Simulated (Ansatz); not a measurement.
# BO (doublet): the correlation ladder, def2-TZVPP

An exercise on one series of results from a longer session: the logs are not shown, and one member is left open.

Program: Ansatz 0.2.0, Gaussian basis. Level of theory: def2-TZVPP, core rule «outside noble gas», up to 2 orbitals frozen. These are calculated values, not measurements.

Plan: UHF; ROHF; CCSD(T) on UHF.

## The geometry

The geometry is a PBE0/def2-TZVP stationary point (not a proven minimum) of the parent state, kept for this charge and spin.

2 atoms, charge 0, spin multiplicity 2.

Atoms are counted from 1 here; the program's logs count them from 0.

Bond lengths: B1–O2 1.403 Å.

Set-up of the first run:

in.yaml

```yaml
crystal:
  periodic: [false, false, false]
  atoms:
    - {symbol: B, position_ang: [0.000000, 0.000000, 0.000000]}
    - {symbol: O, position_ang: [0.000000, 0.000000, 1.403204]}
basis:
  gaussian: {orbitals: def2-TZVPP}
magnetization: {spin_polarized: true, initial_magnetization: 1}
hamiltonian: {xc: hf}
output: {orbitals: {seedname: orbitals}}
```

Command:

```sh
> ansatz run in.yaml --threads 1 --pin off --events-out ev --progress --plain --max-ram 4096MiB --backend cpu
```

Among the steps run: UHF; ROHF; CCSD(T) on UHF.

One table of the session follows, with a row left open; its other results are not shown here.

| method | from UCCSD(T) (meV) |
| --- | --- |
| ROHF | +9201.3 |
| UHF | ? |
| UMP2 | +527.6 |
| UCCSD | +518.0 |
| UCCSD(T) | 0 |

Q: Estimate the row for UHF from the others.

As computed: from UCCSD(T) (meV): +9062.8. In the column «from UCCSD(T) (meV)» it lies between UMP2 (+527.6) and ROHF (+9201.3).
